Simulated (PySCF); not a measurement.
# Relaxation of singlet SiCl₂

Method: PySCF, PBE0, basis Si def2-TZVP, Cl def2-TZVP (no relativity, density fitting). A (50,194) grid was used.

A start displaced from a saddle point along its imaginary mode, of C2v symmetry, held to at least that symmetry:

Coordinates in bohr (charge 0 multiplicity 1):
```
Si   -0.0719    0.2151    0.0000
Cl    0.0287   -0.0860    4.1456
Cl    0.0287   -0.0860   -4.1456
```

Optimiser trace:
```
step  E − E(last) (kJ/mol)  largest gradient (Eh/bohr)
   0                175.04                     0.01214
   1                151.72                     0.02144
   2                108.95                     0.02806
   3                 74.70                     0.04021
   4                 37.22                     0.03128
   5                  7.59                     0.02805
   6                  3.55                     0.01774
   7                  0.08                     0.00171
   8                  0.01                     0.00097
   9                  0.00                     0.00001
```

It ends at C2v with Si–Cl 2.078 Å (×2); Cl–Si–Cl 101.4° (after a last refinement on a finer grid). A frequency run shows a minimum. Other isomers or separated fragments may lie lower.

The relaxation took 13 s on 2 threads of a shared Arm Neoverse V1 host, with 111 basis functions and 10 gradients; the process peaked at 1 GiB. Launch command: `OMP_NUM_THREADS=2 python axn.py task.json out`.
